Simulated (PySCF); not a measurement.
```xyz
3
charge 0 multiplicity 3, angstrom
Si    0.0000    0.0000    0.0000
H     0.0000    0.0000    1.4689
H     0.0000    0.0000   -1.4689
```

All numbers come from UPBE/[Si def2-TZVP, H def2-TZVP], no relativity, density fitting, PySCF.

This geometry of SiH₂ is a stationary point at this level.

(1) What is the point group?

(2) Is it a minimum?

(3) List the harmonic modes with their infrared intensities.

(4) What are the dipole moment and the gap between the highest occupied and lowest empty levels of either spin?

Results:

(1) D∞h.

(2) No: it has 2 imaginary modes (one degenerate set), at 1244i cm⁻¹ (πu).

(3) 
| symmetry | ω (cm⁻¹) | IR (km/mol, summed over degenerate members) | type |
| --- | --- | --- | --- |
| πu | 1244i | – | bend |
| σg+ | 2239 | 0.0 | stretch |
| σu+ | 2351 | 10.2 | stretch |

(4) 0.00 D and 1.65 eV.

Other isomers or separated fragments may lie lower. At this level a singlet minimum of C2v symmetry lies 153 kJ/mol below this structure.
